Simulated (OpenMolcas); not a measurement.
# C2H4OS (thioacetic acid): HF/ANO-R2 (sfX2C, RICD fitting)

Aim: the vertical ionisation energy of C2H4OS (thioacetic acid) at HF/ANO-R2 (sfX2C, RICD fitting), from 2 runs. 

The calculation is run with OpenMolcas 26.06.

## 1. The system as given

C2H4OS: 8 atoms, total charge 0, spin state singlet. SMILES: `CC(=O)S`. The shape is that of a PBE0-D4/def2-TZVP optimisation. This is one conformer, not always the lowest.

Bond lengths: C1–C2 1.502 Å, C2–O3 1.197 Å, C2–S4 1.790 Å, C1–H5 1.089 Å, C1–H6 1.091 Å, C1–H7 1.093 Å, S4–H8 1.343 Å. Angles: C1–C2–O3 124.3°, C1–C2–S4 112.8°, O3–C2–S4 122.9°, C2–C1–H5 109.1°, C2–C1–H6 111.9°, C2–C1–H7 108.4°, C2–S4–H8 94.2°, H5–C1–H6 110.6°, H5–C1–H7 108.7°, H6–C1–H7 108.0°.

## 2. Energy and forces at HF/ANO-R2 (sfX2C, RICD fitting)

The input, geom.xyz:

```xyz
8

C      0.009370     1.055190    -0.001860
C      0.278630    -0.411990    -0.177640
O      1.155120    -0.860900    -0.857880
S     -0.880520    -1.440710     0.717560
H      0.927940     1.610960    -0.185020
H     -0.384160     1.280630     0.989940
H     -0.737970     1.359090    -0.739990
H     -0.368420    -2.592290     0.254890
```

The input, job.input:

```
&GATEWAY
 Coord=geom.xyz
 Basis=ANO-R2
 Group=NoSym
 RICD
 RX2C

&SEWARD
 Expert

&SCF
 PrOrbitals=1 1

&ALASKA
```

The run is started by

```
$ export MOLCAS_MEM=1860
$ pymolcas job.input > job.log
```

Log:

```text
--- Start Module: gateway ---
[...]
--- Stop Module: gateway /rc=_RC_ALL_IS_WELL_ ---
[...]
 ###    WARNING:  EXPERT option is ON!                                       ###
 ###############################################################################
               SEWARD will generate:
[...]
      Basis functions          194
[...]
--- Start Module: scf ---
[...]
       Convergence after  13 Iterations
[...]
::    Total SCF energy                               -551.7125643033
[...]
      Total spin, S                                     0.0000000000
[...]
      Total electronic charge=   40.000000
      Total            charge=   -0.000000
[...]
      Dipole Moment (debye):
      Origin of the operator (angstrom)=   -0.0893   -0.6637    0.0972
                   X= -1.4171E+00               Y=  1.2474E+00               Z=  9.8687E-01           Total=  2.1303E+00
      Quadrupole Moment (debye*angstrom):
[...]
--- Stop Module: scf /rc=_RC_ALL_IS_WELL_ ---
[...]
--- Start Module: alaska ---
[...]
 *              Molecular gradients               *
 **************************************************
  Irreducible representation: a
 ------------------------------------------------------------------------------------------
                              X                       Y                       Z
 ------------------------------------------------------------------------------------------
  C1               -1.12110415462574E-03   -9.45911139323652E-03    1.63259085134493E-03
  C2               -1.79114049469362E-02    1.27345963289134E-02    1.40210370373892E-02
  O3                2.47917774725188E-02   -1.19682022931862E-02   -1.94491544888038E-02
  S4               -9.67990487466963E-03    8.90975645952530E-03    8.10564748171139E-03
  H5                5.32914702287979E-03    2.76520166329552E-03   -1.33783315877628E-03
  H6               -2.77660289574921E-03    1.46553304541008E-03    5.38878768153106E-03
  H7               -3.95303497653821E-03    2.07377585514124E-03   -3.86575094382735E-03
  H8                5.32112735309731E-03   -6.52154966612173E-03   -4.49532446063738E-03
[...]
--- Stop Module: alaska /rc=_RC_ALL_IS_WELL_ ---
[...]
```

It took 58 s on 1 thread of Arm Neoverse V1, shared host; peak memory 0.82 GiB.

## 3. The doublet cation at the same level

geom.xyz is that of step 2.

The input, job.inp:

```
>>> EXPORT MOLCAS_PRINT=2
&GATEWAY
Coord = geom.xyz
Basis = ANO-R2
Group = NoSym
RICD
RX2C
&SEWARD
Expert
&SCF
UHF
Charge = 1
Spin = 2
PrOrbitals = 1 1
&ALASKA
```

The run is started by

```
$ export MOLCAS_MEM=1860
$ pymolcas job.inp > job.log
```

Log:

```text
--- Start Module: gateway ---
[...]
--- Stop Module: gateway /rc=_RC_ALL_IS_WELL_ ---
[...]
 ###    WARNING:  EXPERT option is ON!                                       ###
 ###############################################################################
               SEWARD will generate:
[...]
      Basis functions          194
[...]
--- Start Module: scf ---
[...]
       Convergence after  28 Iterations
[...]
::    Total SCF energy                               -551.3770375509
[...]
      Total spin, S                                     0.5895126753
[...]
      Total electronic charge=   39.000000
      Total            charge=    1.000000
[...]
      Dipole Moment (debye):
      Origin of the operator (angstrom)=   -0.0893   -0.6637    0.0972
                   X= -2.7094E+00               Y= -9.9825E-01               Z=  1.9624E+00           Total=  3.4912E+00
      Center of Charge (angstrom)
[...]
--- Stop Module: scf /rc=_RC_ALL_IS_WELL_ ---
[...]
--- Start Module: alaska ---
[...]
 *              Molecular gradients               *
 **************************************************
  Irreducible representation: a
 ------------------------------------------------------------------------------------------
                              X                       Y                       Z
 ------------------------------------------------------------------------------------------
  C1                3.98755160258313E-03   -7.63943176625226E-03   -1.20839624386759E-03
  C2               -2.07471922068194E-02   -3.71263435192830E-02    1.55004775901313E-02
  O3                1.77595304097373E-02    1.60100901934799E-02   -1.41192873348643E-02
  S4               -3.90942689671903E-03    2.07338064313145E-02    3.69073189756541E-03
  H5                5.27661157172554E-03    4.48015733013030E-03   -1.55145687560909E-03
  H6               -3.01870234785007E-03    2.62960449447958E-04    4.46143370954344E-03
  H7               -3.49880496718358E-03    1.20973245571565E-03   -3.32349485411232E-03
  H8                4.15043283460381E-03    2.06902842536749E-03   -3.45000788877270E-03
[...]
--- Stop Module: alaska /rc=_RC_ALL_IS_WELL_ ---
[...]
```

It took 2.1 min on 1 thread of Arm Neoverse V1, shared host; peak memory 0.82 GiB.

## 4. Results

Level: HF/ANO-R2 (sfX2C, RICD fitting).

```
                                          quantity          value
                      singlet C2H4OS: total energy  -551.71256 Eh
                     singlet C2H4OS: dipole moment         2.13 D
                       singlet C2H4OS: HOMO energy      -10.72 eV
                       singlet C2H4OS: LUMO energy        1.99 eV
                     singlet C2H4OS: HOMO–LUMO gap       12.71 eV
          singlet C2H4OS: largest force on an atom     1.733 eV/Å
                      doublet cation: total energy  -551.37704 Eh
doublet cation: HOMO energy (highest over α and β)      -17.99 eV
 doublet cation: LUMO energy (lowest over α and β)       -7.69 eV
                              doublet cation: ⟨S²⟩          0.937
          doublet cation: largest force on an atom     2.328 eV/Å
vertical ionisation energy (to the doublet cation)       9.130 eV
```

What this shows: Removing an electron at fixed nuclei costs 9.13 eV (881 kJ/mol). The largest force (singlet C2H4OS) is 1.73 eV/Å: the shape isn't a stationary point for this species at this level. −ε(HOMO) before ionisation, 10.72 eV, is 1.59 eV above this ionisation energy. ⟨S²⟩ (doublet cation) is 0.94 where a pure doublet has 0.75: the reference is spin-contaminated.
